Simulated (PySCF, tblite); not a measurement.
# A complex of water and 4 × hydrogen fluoride

A gas-phase complex of water and 4 × hydrogen fluoride; neutral, singlet. The structure comes from a short search (6 tight-binding starts) and was relaxed by PBE0-D3(BJ)/def2-SVPD; another way of binding may lie lower. No frequency run checks that it is a minimum.

Parts: 1 = water (O), atoms 1–3; 2 = hydrogen fluoride (F), atoms 4–5; 3 = hydrogen fluoride (F), atoms 6–7; 4 = hydrogen fluoride (F), atoms 8–9; 5 = hydrogen fluoride (F), atoms 10–11.

```xyz
11

O    -1.479    1.496    0.509
H    -1.979    0.979    1.164
H    -0.644    1.007    0.401
F     0.102   -0.644   -0.285
H    -0.653   -1.065   -0.648
F    -2.626    1.014   -1.517
H    -2.142    1.332   -0.656
F    -2.303   -1.272   -1.056
H    -2.508   -0.349   -1.376
F    -2.892   -0.717    1.419
H    -2.802   -1.119    0.576
```
Atom numbers follow the order of the file, from 1.

Contacts between parts, classed by geometry: H7···O1 1.350 Å (hydrogen bond, 169°); H9···F6 1.376 Å (hydrogen bond, 165°); H5···F8 1.711 Å (hydrogen bond, 157°); H11···F8 1.714 Å (hydrogen bond, 157°); H3···F4 1.938 Å (hydrogen bond, 143°); H2···F10 1.944 Å (hydrogen bond, 142°).

Deforming the relaxed parts to their shape here costs 10.7 kcal/mol, which the interaction energies leave out.

Interaction energies are complex less parts, with the parts frozen as they stand in it; counterpoise-corrected, in kcal/mol (PySCF).

Question: Give the interaction energy at each level run.

Answer: 
```csv
level,interaction,superposition error removed
wB97M-D3(BJ)/def2-SVPD,-48.85,-2.66
PBE0-D3(BJ)/def2-SVPD,-52.57,-2.94
```

Question: What holds them together? Decompose the wB97M-D3(BJ)/def2-SVPD energy: frozen parts, their antisymmetrised product, then relaxation.

Answer: electrostatic -85.1, Pauli repulsion +111.8, orbital relaxation -73.9, dispersion correction -4.3 kcal/mol, which sum to the value before the counterpoise correction; the Pauli term holds the exchange-correlation of the frozen density too. Of the attraction, 52 % is electrostatic, 45 % is orbital relaxation, 3 % is dispersion correction.

The parts were also relaxed and run alone, at the levels used for the complex: shieldings by PBE0/pcSseg-2; core levels by delta-SCF with SCAN, pcX-2 on the ionised atom and pcseg-1 elsewhere, spin-free X2C.

Question: What does binding change?

Answer: 
```
             property   alone  in the complex  change
       F6–H7 bond (Å)   0.920           1.038  +0.118
shielding of H7 (ppm)   29.19           14.68  -14.51
shielding of O1 (ppm)   328.9           285.9   -42.9
shielding of H9 (ppm)   29.19           17.36  -11.83
shielding of F6 (ppm)   410.9           334.2   -76.7
O1 1s core level (eV)  539.76          541.25   +1.49
F6 1s core level (eV)  694.12          693.26   -0.86
F8 1s core level (eV)  694.12          693.95   -0.17
```

Density functionals tend to overstate the lengthening and the red shift of so strongly bound an X–H bond.

The 4 runs behind this took 57 s in all, one thread each of AMD EPYC 9R45 96-Core on a shared host, launched as `OMP_NUM_THREADS=1 python cluster_run.py task.json out`.
